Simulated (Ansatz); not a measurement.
**CH₆NSi+ (SMILES C1[NH2+][SiH2]1): one structure at several levels**

Aim: energy, forces and dipole at a structure displaced at random from a GFN2-xTB minimum, from CCSD(T) and from density functionals.

The runs use Ansatz 0.2.0, Gaussian basis; single points in def2-TZVPP.

Correlated methods freeze the cores.

## 1. The system as given

SMILES `C1[NH2+][SiH2]1`, 9 atoms, charge 1, spin multiplicity 1.

Atoms are counted from 1 here; the program's logs count them from 0.

Bond lengths: C1–N2 1.375 Å, C1–Si3 1.697 Å, C1–H4 1.302 Å, C1–H5 1.160 Å, N2–Si3 1.749 Å, N2–H6 1.024 Å, N2–H7 0.959 Å, Si3–H8 1.663 Å, Si3–H9 1.355 Å. Angles: N2–C1–Si3 68.5°, N2–C1–H4 113.0°, N2–C1–H5 116.7°, Si3–C1–H4 131.4°, Si3–C1–H5 124.2°, H4–C1–H5 99.3°, C1–N2–Si3 64.5°, C1–N2–H6 122.3°, C1–N2–H7 122.1°, Si3–N2–H6 128.8°, Si3–N2–H7 110.6°, H6–N2–H7 105.1°, C1–Si3–N2 47.0°, C1–Si3–H8 109.3°, C1–Si3–H9 129.6°, N2–Si3–H8 100.7°, N2–Si3–H9 111.4°, H8–Si3–H9 120.3°.

Geometry (Å):

```
atom    x (Å)    y (Å)    z (Å)
  C1  -0.6230   0.2103  -0.5591
  N2   0.6940   0.3286  -0.1827
 Si3  -0.3394  -0.5166   0.9478
  H4  -0.7674  -0.3004  -1.7479
  H5  -1.2140   1.1973  -0.7059
  H6   1.4607  -0.0413  -0.7523
  H7   1.0417   1.1304   0.2125
  H8   0.1665  -2.0838   0.7147
  H9  -0.2861   0.0431   2.1804
```

## 2. CCSD(T)/def2-TZVPP

Input file run/in.yaml:

```yaml
crystal:
  periodic: [false, false, false]
  atoms:
    - {symbol: C, position_ang: [-0.623000, 0.210300, -0.559100]}
    - {symbol: N, position_ang: [0.694000, 0.328600, -0.182700]}
    - {symbol: Si, position_ang: [-0.339400, -0.516600, 0.947800]}
    - {symbol: H, position_ang: [-0.767400, -0.300400, -1.747900]}
    - {symbol: H, position_ang: [-1.214000, 1.197300, -0.705900]}
    - {symbol: H, position_ang: [1.460700, -0.041300, -0.752300]}
    - {symbol: H, position_ang: [1.041700, 1.130400, 0.212500]}
    - {symbol: H, position_ang: [0.166500, -2.083800, 0.714700]}
    - {symbol: H, position_ang: [-0.286100, 0.043100, 2.180400]}
basis:
  gaussian: {orbitals: def2-TZVPP}
total_charge: 1
correlation: {method: ccsd_t}
output: {forces: true}
```

The command line of these runs was not kept.

## 3. PBE0-D4/def2-TZVPP

Changes to run/in.yaml since step 2:

```diff
@@ -15,3 +15,3 @@
 total_charge: 1
-correlation: {method: ccsd_t}
-output: {forces: true}
+hamiltonian: {xc: pbe0, dispersion: d4}
+output: {forces: true, orbitals: {seedname: orbitals}}
```

## 4. wB97M-V/def2-TZVPP

Changes to run/in.yaml since step 3:

```diff
@@ -15,3 +15,3 @@
 total_charge: 1
-hamiltonian: {xc: pbe0, dispersion: d4}
-output: {forces: true, orbitals: {seedname: orbitals}}
+hamiltonian: {xc: {name: wB97M-V}}
+output: {forces: true}
```

## 5. r2SCAN-D4/def2-TZVPP

Changes to run/in.yaml since step 4:

```diff
@@ -15,3 +15,3 @@
 total_charge: 1
-hamiltonian: {xc: {name: wB97M-V}}
+hamiltonian: {xc: r2scan, dispersion: d4}
 output: {forces: true}
```

## 6. PBE-D4/def2-TZVPP

Changes to run/in.yaml since step 5:

```diff
@@ -15,3 +15,3 @@
 total_charge: 1
-hamiltonian: {xc: r2scan, dispersion: d4}
+hamiltonian: {xc: pbe, dispersion: d4}
 output: {forces: true}
```

## 7. BLYP-D4/def2-TZVPP

Changes to run/in.yaml since step 6:

```diff
@@ -15,3 +15,3 @@
 total_charge: 1
-hamiltonian: {xc: pbe, dispersion: d4}
+hamiltonian: {xc: {name: BLYP}, dispersion: d4}
 output: {forces: true}
```

## 8. B97M-V/def2-TZVPP

Changes to run/in.yaml since step 7:

```diff
@@ -15,3 +15,3 @@
 total_charge: 1
-hamiltonian: {xc: {name: BLYP}, dispersion: d4}
+hamiltonian: {xc: {name: B97M-V}}
 output: {forces: true}
```

(Steps that only read results are left out.)

Q: Predict the outcome of this session. Wanted: energy less free atoms, CCSD(T)/def2-TZVPP; RMS force component; RMS force error; HOMO and LUMO, PBE0-D4; T1 diagnostic.

As calculated:

| quantity | value |
| --- | --- |
| energy less free atoms, CCSD(T)/def2-TZVPP | -2056.0 kJ/mol |
| RMS force component | 2.960 to 3.138 eV/Å over the methods |
| RMS force error | PBE0-D4 0.211, wB97M-V 0.112, r2SCAN-D4 0.178, PBE-D4 0.278, BLYP-D4 0.216, B97M-V 0.214 eV/Å |
| HOMO and LUMO, PBE0-D4 | -14.44 and -6.16 eV |
| T1 diagnostic | 0.011 |

What this shows: Against CCSD(T) the functionals' energies less atoms differ by -131.7 to -83.1 kJ/mol, PBE-D4 by -131.7 kJ/mol. CCSD(T) in triple zeta still lacks some correlation energy of the bonds, so part of these gaps is its own basis error and they don't rank the functionals. For forces wB97M-V does best and PBE-D4 worst. Frozen-core CCSD(T) forces in triple zeta carry basis errors of their own, and this is one geometry, so small gaps rank nothing.
